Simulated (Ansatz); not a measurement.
**SiH (SMILES [SiH]): the energy, rung by rung**

SiH has 2 atoms, charge 0, and is taken as a doublet. SMILES: `[SiH]`. The coordinates come from a GFN2-xTB relaxation.

```xyz
2

Si    0.0000    0.0000    0.0000
H     0.0000    0.0000    1.5166
```

Quantity: the energy change with the Si1–H2 bond stretched from 1.517 to 3.063 Å, in eV. The values are calculated.

| level | kind | program | value (eV) |
| --- | --- | --- | --- |
| UHF/6-311G** | Hartree–Fock | Ansatz | 2.13 |
| U-revPBE/6-311G** | GGA | Ansatz | 2.71 |
| U-r2SCAN/6-311G** | meta-GGA | Ansatz | 2.69 |
| U-r2SCAN0/6-311G** | hybrid meta-GGA | Ansatz | 2.71 |
| UBHLYP/6-311G** | global hybrid | Ansatz | 2.85 |
| U-wB97X/6-311G** | range-separated hybrid | Ansatz | 2.99 |
| UMP2/6-311G** | perturbation theory | Ansatz | 2.70 |
| UCCSD/6-311G** | coupled cluster or CI | Ansatz | 2.77 |
| UCCSDT(Q)/6-311G** | coupled cluster or CI | Ansatz | 2.69 |
| FCI/3-21G | exact in the basis | Ansatz | 2.13 |

The first shape isn't each level's own minimum. The values span 2.13 to 2.99 eV. Spin contamination of the reference (⟨S²⟩ at least 0.1 too high) touches UHF/6-311G**, U-revPBE/6-311G**, U-r2SCAN/6-311G**, U-r2SCAN0/6-311G**, UBHLYP/6-311G**, U-wB97X/6-311G**, UMP2/6-311G**, UCCSD/6-311G**, UCCSDT(Q)/6-311G**. High-level rows in very small sets aren't better than simpler rows in larger ones.
